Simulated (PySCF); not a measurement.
Molecule: SMILES C=C[C@H](C)F, C₄H₇F.

Cartesian coordinates in Å; atom numbers follow the order of the lines, from 1:
```xyz
12

C     1.922    0.397   -0.077
C     0.874   -0.376   -0.286
C    -0.382   -0.353    0.535
C    -1.581    0.121   -0.281
F    -0.234    0.482    1.627
H     2.797    0.348   -0.702
H     1.944    1.104    0.735
H     0.847   -1.089   -1.099
H    -0.576   -1.352    0.954
H    -1.759   -0.561   -1.107
H    -2.466    0.161    0.348
H    -1.385    1.116   -0.675
```

Frames of a GFN2-xTB Langevin trajectory at 300 K; GIAO PBE0/pcSseg-1 shieldings in PySCF 2.14, gas phase, non-relativistic; equivalent atoms averaged within each frame.

δ = σ(ref) − σ, references computed at the same level: $^{13}$C (σref 186.93), $^{1}$H (σref 31.72) against TMS; $^{19}$F (σref 170.95) against CFCl3. The references are static minima.

Problem. How do the shifts (ppm) fluctuate along the trajectory?

Solution. 
```
         time (fs)     C2     C1     C3    C4      F5    H8    H6    H9    H7  H10/H11/H12
optimised geometry  147.2  119.0   93.0  24.6  -218.0  6.05  5.54  5.37  5.86         1.39
               250  146.3  126.9  102.1  27.3  -171.0  6.24  5.97  5.95  5.11         1.92
               425  144.6  122.1   92.6  18.9  -211.6  6.49  5.42  5.95  6.87         1.39
               625  142.9  118.0  100.2  28.2  -194.3  5.71  5.36  5.46  5.95         1.92
               800  152.6  121.9   98.8  22.0  -208.9  5.81  6.66  4.75  6.13         1.48
              1000  151.9  127.5   92.5  27.7  -209.4  7.06  5.54  5.52  6.32         1.98
    mean of frames  147.7  123.3   97.3  24.8  -199.0  6.26  5.79  5.52  6.08         1.74
standard deviation    4.4    3.9    4.4   4.2    17.1  0.55  0.54  0.49  0.64         0.28
```

5 frames give an uncertainty of the mean of about the standard deviation over 2.2 at best, since frames this close in time may not be independent; classical motion lacks zero-point vibration, and the reference would need the same averaging.
